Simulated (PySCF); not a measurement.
All values below come from B3LYP-D3(BJ)/def2-TZVP // r2SCAN-D4/def2-SVP (PySCF 2.14.0). Isolated molecules, 0 K electronic values unless said otherwise. B3LYP has the VWN-RPA correlation part, as in Gaussian. 

Reference species (SMILES): `[OH]` (neutral, multiplicity 2).

| Item | Result |
|---|---|
| dipole moment | 1.77 D |

Changed species: `C[N]C` (free radical N(CH3)2; the reference has free radical OH).

**Question.** What does the change do to the dipole moment?

**Answer.** the dipole moment drops by 0.04 D, to 1.73 D.
